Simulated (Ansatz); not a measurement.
Task: a search for lower mean-field states of NSi (charge +1), with Ansatz 0.2.0 through its Python package. Give the script and its output. Level of theory (for the species named): Hartree-Fock, def2-SVP basis, multiplicity 3.

```csv
atom,x (Å),y (Å),z (Å)
Si,0.0000,0.0000,0.0000
N,0.0000,0.0000,1.8700
```

Script `states_nsi.py`:
```python
"""Does a wider search find a lower mean-field state of NSi(+)?"""

import ansatz as az
import numpy as np

params = {
    "basis_set": "def2-SVP",
    "functional": "hf",
    "charge": 1,
}

system = (
    az.Crystal.molecule()
    .atom("Si", (0.0, 0.0, 0.0))
    .atom("N", (0.0, 0.0, 1.87))
)
symbols = [site.symbol for site in system.cartesian_sites]

start = np.array([site.position_ang for site in system.cartesian_sites])
for factor in [1.0, 1.5]:
    xyz = (start - start.mean(axis=0)) * factor
    scaled = az.Crystal.molecule()
    for symbol, place in zip(symbols, xyz):
        scaled = scaled.atom(symbol, place.tolist())
    calculation = (
        scaled.calculation()
        .basis(gaussian=params["basis_set"])
        .functional(params["functional"])
        .charge(params["charge"])
        .spin("collinear", total=2)
    )
    for search in ("off", "standard"):
        try:
            r = calculation.scf(lower_state_search=search).run(threads=1, backend="cpu").report
        except az.AnsatzError as error:
            print(f"x{factor} search {search}: {type(error).__name__}")
            continue
        state = r["mean_field"]["state"]
        print(f"all distances x{factor}, search {search:8s} E = {r['free_energy_ev']:.5f} eV  <S^2> = {abs(state['spin_squared']):.3f}  other states met: {len(r['mean_field']['others'])}")
```

```console
$ python states_nsi.py
all distances x1.0, search off      E = -9328.41370 eV  <S^2> = 2.701  other states met: 0
all distances x1.0, search standard E = -9328.84988 eV  <S^2> = 2.021  other states met: 3
all distances x1.5, search off      E = -9328.23803 eV  <S^2> = 2.916  other states met: 0
all distances x1.5, search standard E = -9328.42215 eV  <S^2> = 3.016  other states met: 9
```

Caveats:
- Total energies depend on the basis set; only differences at equal settings carry meaning.
- The count of other states can hold repeated and symmetry-equivalent ends of the search; scaling all distances is a test, and for more than two atoms no physical path.
- The run takes the species as open-shell (spin multiplicity 3), which needn't be its ground state.
- The expectation value of S² is noticeably off S(S+1) in at least one run, so that state is spin-contaminated.
- The spin state was assumed, and another may lie lower.
- It ran for 2 s on 1 thread of Arm Neoverse V1, with other jobs on the host, peak memory 0.14 GiB.
